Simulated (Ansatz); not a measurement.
**How the elastic constant C11 of trigonal Se moves with the method**

No measured value is used here.

Problem. Put these levels in order of the elastic constant C11 that they give for trigonal Se, smallest first: PBE (Ansatz, a program for electronic structure), PBEsol (Ansatz), r²SCAN (Ansatz).

Solution. PBE (7.2 GPa), r²SCAN (12.9 GPa), PBEsol (35.9 GPa)

Unless a cell is named, each level is at its own relaxed cell (PBE 29.85, PBEsol 24.11, r²SCAN 29.26 Å³/atom).

r²SCAN, PBEsol, PBE: the cell comes from a level without a dispersion term, which matters for the spacing of layers, chains or molecules. Each level is taken at its own relaxed cell. Cutoffs differ between the levels. Ansatz's density-functional and Hartree–Fock values are scalar-relativistic unless marked +SOC, with PAW data made under PBE.
